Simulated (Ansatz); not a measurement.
**Potassium, bcc under r²SCAN: convergence with the Fermi-Dirac smearing**

How small must the Fermi-Dirac smearing width be for energy and pressure to settle? The geometry was relaxed under r²SCAN beforehand and stays fixed; 6 values are run, from 0.01 to 1.0 eV. Wanted are the values from which on the energy stays within 10 and 1 meV/atom, and the pressure within 0.5 GPa, of the narrowest run. Within the series other settings stay, but some runs also write fields, which adds to their time. Spin polarisation is left out.

Method: DFT r²SCAN, plane waves with PAW, scalar-relativistic, in Ansatz 0.2.0.

## Step 1: Starting point

Symmetry: Im-3m, No. 229, cubic system. The conventional cell has a = 5.340 Å, b = 5.340 Å, c = 5.340 Å, α = 90.00°, β = 90.00°, γ = 90.00°.

Coordinates:

```cif
data_structure
_symmetry_space_group_name_H-M 'P 1'
_symmetry_Int_Tables_number 1
_cell_length_a 4.6245
_cell_length_b 4.6245
_cell_length_c 4.6245
_cell_angle_alpha 109.471
_cell_angle_beta 109.471
_cell_angle_gamma 109.471
_cell_volume 76.13
loop_
_atom_site_label
_atom_site_type_symbol
_atom_site_fract_x
_atom_site_fract_y
_atom_site_fract_z
_atom_site_occupancy
K1 K 0.00000 0.00000 0.00000 1
```

## Step 2: Run at 0.01 eV

The run at 0.01 eV.

Input file input.yaml:

```yaml
crystal:
  lattice:
    - [-2.6699463634, 2.6699463634, 2.6699463634]
    - [2.6699463634, -2.6699463634, 2.6699463634]
    - [2.6699463634, 2.6699463634, -2.6699463634]
  atoms:
    - { symbol: K, position: [0.0, 0.0, 0.0] }
hamiltonian:
  xc: r2scan
  pseudopotentials:
    kind: paw
    azcp:
      K: "pseudopotentials/K.paw.azcp"
basis:
  ecutwfc: 500
  fft_grid_basis: typed
kpoints:
  mp_grid: { grid: [8, 8, 8], shift: [0, 0, 0] }
magnetization:
  spin_polarized: false
scf:
  occupations: { method: fermi_dirac, width: 0.01 }
  lower_state_search: "off"
output:
  stress: true
```

Launch:

```console
ansatz run input.yaml --threads 1 --pin off --max-ram 3584MiB --backend cpu --events-out ev --progress --plain --runs-dir out
```

## Step 3: Run at 0.03 eV

The run at 0.03 eV.

input.yaml: that of step 2 with these lines changed.

```diff
@@ -21,3 +21,3 @@
 scf:
-  occupations: { method: fermi_dirac, width: 0.01 }
+  occupations: { method: fermi_dirac, width: 0.03 }
   lower_state_search: "off"
@@ -25 +25,5 @@
   stress: true
+  write_density: true
+  write_potential: true
+  elf: true
+  volumetric_format: npy
```

## Step 4: Run at 0.2 eV

The run at 0.2 eV.

input.yaml: that of step 3 with these lines changed.

```diff
@@ -21,3 +21,3 @@
 scf:
-  occupations: { method: fermi_dirac, width: 0.03 }
+  occupations: { method: fermi_dirac, width: 0.2 }
   lower_state_search: "off"
```

## Step 5: Run at 0.3 eV

The run at 0.3 eV.

input.yaml: that of step 4 with these lines changed.

```diff
@@ -21,3 +21,3 @@
 scf:
-  occupations: { method: fermi_dirac, width: 0.2 }
+  occupations: { method: fermi_dirac, width: 0.3 }
   lower_state_search: "off"
```

## Step 6: Run at 0.6 eV

The run at 0.6 eV.

input.yaml: that of step 5 with these lines changed.

```diff
@@ -21,3 +21,3 @@
 scf:
-  occupations: { method: fermi_dirac, width: 0.3 }
+  occupations: { method: fermi_dirac, width: 0.6 }
   lower_state_search: "off"
@@ -25,5 +25 @@
   stress: true
-  write_density: true
-  write_potential: true
-  elf: true
-  volumetric_format: npy
```

## Step 7: Run at 1.0 eV

The run at 1.0 eV.

input.yaml: that of step 6 with these lines changed.

```diff
@@ -21,3 +21,3 @@
 scf:
-  occupations: { method: fermi_dirac, width: 0.6 }
+  occupations: { method: fermi_dirac, width: 1.0 }
   lower_state_search: "off"
```

(Steps that only read results are left out.)

Q: Predict the outcome of this session.

**Answer**, as computed:

| quantity | value |
| --- | --- |
| E(σ → 0) stays within 10 meV/atom of 0.01 eV | up to 0.3 eV |
| E(σ → 0) stays within 1 meV/atom | up to 0.03 eV |
| pressure stays within 0.5 GPa | up to 0.6 eV |
| pressure at 0.01 eV | 0.02 GPa |
| energy of a separate run on a finer mesh (14×14×14) | -7.3 meV/atom from 0.01 eV |

In words: The far end, 1.0 eV, lies -104.5 meV/atom and +0.7 GPa from the yardstick. The free energy F moves by -1128.0 meV/atom over the range, and the estimate for σ → 0 by -104.5. In theory F falls as the square of the width under this scheme, but here the ratio is not steady: the mesh at narrow widths, or a density of states that varies over the wide ones, can both cause that. The mesh (8×8×8) is fixed, so the narrowest widths carry a k-point error of their own. The yardstick itself is unsettled by 7.3 meV/atom against the finer mesh, so the thresholds above hold only within this series, and wider smearing, which averages over more states, can land nearer the fine-mesh value than the narrowest does. The cell taken over is 7 % larger than the measured one (71.32 Å³/atom, COD).
